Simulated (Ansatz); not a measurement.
Consider the homolysis of the Al–H bond: `[SH][AlH][SH]` → `[SH][Al][SH]`• + H•.

Program: Ansatz. Geometries: PBE0-D4/def2-TZVP. ΔE: electronic, gas phase. CCSD(T)/CBS is frozen-core, at the limit of the def2 triple- and quadruple-zeta sets. DFT in def2-TZVPP. Open shells (•) are unrestricted, without spin–orbit coupling. Each species was taken in one conformer, which may not be the lowest.

What is ΔE at CCSD(T)/CBS? (Best estimate.)

The calculation gave: +366.9 kJ/mol.

What do these levels give: ωB97X-V, B2PLYP, r2SCANh, MP2/def2-TZVPP, SCS-MP2/def2-TZVPP, MP2/cc-pV(T+d)Z? (Best estimate.)

Ansatz gave: ωB97X-V 370.0, B2PLYP 358.9, r2SCANh 348.1, MP2/def2-TZVPP 349.3, SCS-MP2/def2-TZVPP 363.5, MP2/cc-pV(T+d)Z 348.7 kJ/mol.

Largest T1 diagnostic among the species: 0.015.

From BLYP to BHLYP (50 % exact exchange), in def2-TZVPP and without D4, ΔE moves by +12.4 kJ/mol. At CCSD(T), def2-SVP lies −14.0 kJ/mol from the extrapolated value and def2-TZVPP −4.6 kJ/mol: correlation converges slowly with the basis, and small sets miss more of it in the bonded molecule than in its fragments. Leaving LDA and LC-ωPBE aside and taking each functional with its dispersion term where it has one, the values, not all of them listed here, spread over 38.7 kJ/mol, from revPBE-D4 to B97M-V. LDA lies +35.1 kJ/mol from PBE without D4, its usual overbinding.
